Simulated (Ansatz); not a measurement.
Geometry optimisation, RHF/cc-pVDZ in Ansatz.

Input file:

```yaml
crystal:
  periodic: [false, false, false]
  atoms:
    - { symbol: Si, position_ang: [0.0, 0.0, 0.0] }
    - { symbol: H, position_ang: [0.0, 0.0, 1.81] }
    - { symbol: F, position_ang: [1.4994, 0.0, -0.5295] }
    - { symbol: H, position_ang: [-0.6877, 1.1914, -0.4862] }
    - { symbol: H, position_ang: [-0.6877, -1.1914, -0.4862] }
    - { symbol: Si, position_ang: [-2.3914, 0.0, 0.7946] }
    - { symbol: H, position_ang: [-3.1794, -0.9102, -0.0313] }
    - { symbol: H, position_ang: [-2.4426, -0.4389, 2.1861] }
    - { symbol: H, position_ang: [-2.9397, 1.3491, 0.69] }
    - { symbol: H, position_ang: [-0.9452, 0.0, 1.8966] }
basis:
  gaussian: { orbitals: cc-pVDZ }
hamiltonian:
  xc: hf
relax:
  f_tol: 0.15
  max_steps: 25
  restrain:
    - { distance: [0, 5], at: 3.42, k: 30.0 }
    - { distance: [9, 1], at: 1.86, k: 30.0 }
    - { distance: [0, 1], at: 1.46, k: 30.0 }
    - { distance: [9, 5], at: 1.46, k: 30.0 }
```

Command:

```bash
$ ansatz run input.yaml --threads 1 --pin off --max-ram 2048MiB --backend cpu --events-out ev --progress --plain --runs-dir out
```

Where does it end, and by what steps?

The forces met the threshold. The restraints hold the end off the free minimum. After 8 steps the energy has fallen by 5.870 eV (the restraints' own energy left out); H8 moved furthest, 1.12 Å. Parted: Si1–Si6 (2.52 → 3.43 Å).

```
step  energy less start (eV)  largest force component (eV/Å)  accepted
   0                  0.0000                           2.731       yes
   1                 -1.2420                           3.465       yes
   2                 -2.2234                           6.133       yes
   3                 -3.5180                           5.534       yes
   4                 -4.5969                           3.301       yes
   5                 -5.3338                           1.385       yes
   6                 -5.7209                           0.632       yes
   7                 -5.8520                           0.615       yes
   8                 -5.8699                           0.684       yes
```

```xyz
10
Properties=species:S:1:pos:R:3
Si 0.376 -0.026 -0.085
H 0.527 0.075 1.367
F 1.849 0.063 -0.795
H -0.433 1.099 -0.603
H -0.221 -1.324 -0.459
Si -2.773 0.023 1.281
H -3.046 -0.801 0.075
H -3.527 -0.524 2.437
H -3.188 1.427 1.028
H -1.337 -0.013 1.597
```

Time of the run: 9.4 s on 1 thread of Intel(R) Xeon(R) 6975P-C (Granite Rapids), on a shared host, peak memory 0.16 GiB.
